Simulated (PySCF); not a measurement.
The vertical singlet excitations below were computed for one of the candidates. Level of theory: TDDFT CAM-B3LYP/def2-SVPD, vertical, gas phase, core orbitals frozen in the response (PySCF). Geometries: GFN2-xTB, one conformer each.

```tsv
state	E (eV)	f
S1	8.76	0.0076
S2	8.88	0.020
S3	9.07	0.0012
S4	9.24	0.0073
S5	9.35	0.012
S6	9.38	0.012
S7	9.50	0.062
S8	9.62	0.0008
```

Question: Which structure fits? All have the formula C5H9F.
A. `C1CC(F)CC1`
B. `C/C=C(\F)CC`
C. `C=C[C@H](C)CF`
D. `CC(C)=C(C)F`

Answer: A. Its S1, at 8.76 eV, is the highest among the candidates; the nearest of the others has S1 at 7.46 eV. S1 is HOMO→LUMO (87%). Löwdin shares by element: HOMO carbon 41% or more, fluorine 28% (atoms not listed hold the other 31%); LUMO carbon 32% or more, hydrogen 9% or more (atoms not listed hold the other 59%). At the same level the other candidates give, for their lowest levels:
- `C/C=C(\F)CC`: 6.56 eV (f 0.015); 7.31 eV (f 0.403); 7.60 eV (f 0.091); 7.82 eV (f 0.028); 8.07 eV (f 0.039); T1 4.47 eV; HOMO -8.29, LUMO 1.28 eV
- `CC(C)=C(C)F`: 6.27 eV (f 0.003); 7.15 eV (f 0.454); 7.30 eV (f 0.010); 7.36 eV (f 0.027); 8.12 eV (f 0.035); T1 4.34 eV; HOMO -7.96, LUMO 1.24 eV
- `C=C[C@H](C)CF`: 7.46 eV (f 0.129); 7.55 eV (f 0.368); 7.94 eV (f 0.005); 8.00 eV (f 0.006); 8.30 eV (f 0.009); T1 4.53 eV; HOMO -8.98, LUMO 1.32 eV
Triplets come from the Tamm–Dancoff approximation.
